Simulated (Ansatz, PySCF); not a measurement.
Species: Cl, charge -1, multiplicity 1.

Total electronic energies in hartree. Correlated levels leave the core frozen unless marked. No spin-orbit coupling. Non-relativistic. FCI takes restricted orbitals. CBS(X,Y): correlation extrapolated as X^-3; Hartree-Fock from the larger set. The bracket is a focal-point correction in the basis named.

```tsv
level	program	energy (Eh)
RI-HF/aug-cc-pV(T+d)Z	Ansatz	-459.57373
RI-HF/cc-pVTZ	Ansatz	-459.56470
RI-HF/def2-TZVPP	Ansatz	-459.55565
TPSS/def2-TZVPD	PySCF	-460.30240
CAM-B3LYP/def2-TZVPD	Ansatz	-460.30109
RPA@PBE/cc-pVTZ	Ansatz	-459.87678
MP2/cc-pVTZ	Ansatz	-459.76162
MP2/aug-cc-pVQZ	Ansatz	-459.80237
MP2/cc-pV5Z	Ansatz	-459.80549
RI-MP2/aug-cc-pVQZ	Ansatz	-459.80259
RI-MP2/cc-pV(Q+d)Z	Ansatz	-459.79468
RI-MP2/def2-TZVPPD	Ansatz	-459.76883
SCS-MP2/def2-SVP	Ansatz	-459.49684
CCSD(T)/6-31G	Ansatz	-459.57246
CCSD(T)/cc-pV(D+d)Z	Ansatz	-459.69398
CCSD(T)/cc-pVDZ	Ansatz	-459.68958
CCSD(T)/cc-pV(5+d)Z	Ansatz	-459.83046
CCSD(T)/cc-pV5Z	Ansatz	-459.82931
FCI/STO-3G	Ansatz	-454.48042
RI-MP2/CBS(aug-cc-pV(T+d)Z,aug-cc-pV(Q+d)Z)+[CCSD(T)-MP2]/aug-cc-pV(T+d)Z	Ansatz	-459.8417
RI-MP2/CBS(def2-TZVPPD,def2-QZVPPD)+[CCSD(T)-MP2]/def2-TZVPPD	Ansatz	-459.8405
RI-MP2/CBS(def2-TZVPPD,def2-QZVPPD)+[CCSD(T)-MP2]/def2-QZVPPD	Ansatz	-459.8413
CCSD(T)/CBS(aug-cc-pV(T+d)Z,aug-cc-pV(Q+d)Z)	Ansatz	-459.8422
```

Totals of different functionals don't rank their quality; only differences between species are comparable.

Ansatz is a program for electronic structure.
